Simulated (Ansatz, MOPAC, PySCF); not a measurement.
Gas-phase reaction in SMILES: [CH2]O (CH3O) → [O]C (CH3O)

Quantity: isomerisation energy (enthalpy at 298 K), in kcal/mol. Set-up: LANL2DZ all-electron up to Ne; non-relativistic; 6-311+G** with 5d; UHF or UKS for open shells; 6-31G* and kin with 6d, 5d where marked; no dispersion term unless named; frozen cores in correlated levels; spin-orbit terms left out. CBS marks a two-point X^-3 extrapolation of the correlation energy; Hartree-Fock from the larger set. [CCSD(T)-MP2]/basis is that difference in the basis named. Ab initio and DFT rows: single points at B3LYP-D3(BJ) geometries (Ansatz, a first-principles code), with unscaled harmonic terms from B3LYP/6-31G* at its own minima. Semi-empirical rows: MOPAC heats of formation at their own minima for 298 K.

Measured values: Active Thermochemical Tables 1.112 (ions: stationary electron), as tabulated in the package chemicals; G2/97 table in ASE (Curtiss et al.); they hold spin-orbit and core effects, anharmonicity. 

Value to compare with, the measured value: 7.9 kcal/mol.

```
level                                                          program  isomerisation energy (enthalpy at 298 K) (kcal/mol)  error
-------------------------------------------------------------  -------  ---------------------------------------------------  -----
AM1                                                              MOPAC                                                 18.5   10.6
PM6                                                              MOPAC                                                 24.7   16.8
HF/3-21G                                                        Ansatz                                                -10.0  -17.9
HF/LANL2DZ                                                      Ansatz                                                 -8.7  -16.6
PBE/LANL2DZ                                                     Ansatz                                                  1.3   -6.6
PBE/def2-SVP                                                    Ansatz                                                  6.9   -1.0
B3LYP/6-31G*                                                    Ansatz                                                  0.2   -7.7
MP2/LANL2DZ                                                     Ansatz                                                  5.2   -2.7
MP2/6-311+G**                                                   Ansatz                                                 12.0    4.1
B3PW91/6-31G* (5d)                                               PySCF                                                  1.2   -6.7
B3LYP/def2-TZVPD                                                Ansatz                                                  6.0   -1.9
RI-MP2/CBS(aug-cc-pVTZ,aug-cc-pVQZ)+[CCSD(T)-MP2]/aug-cc-pVTZ   Ansatz                                                  9.1    1.2
```

Among the 10 habitual levels, HF/3-21G lies farthest from the measured value (-17.9 kcal/mol) and PBE/def2-SVP nearest (-1.0); 3 of 10 lie above it, and their mean absolute error is 9.1 kcal/mol, the median 7.2. One case shows no general order.

The levels are drawn from those run, B3LYP/6-31G* more often than the rest, none by its result; runs whose electronic state is in doubt are left out.
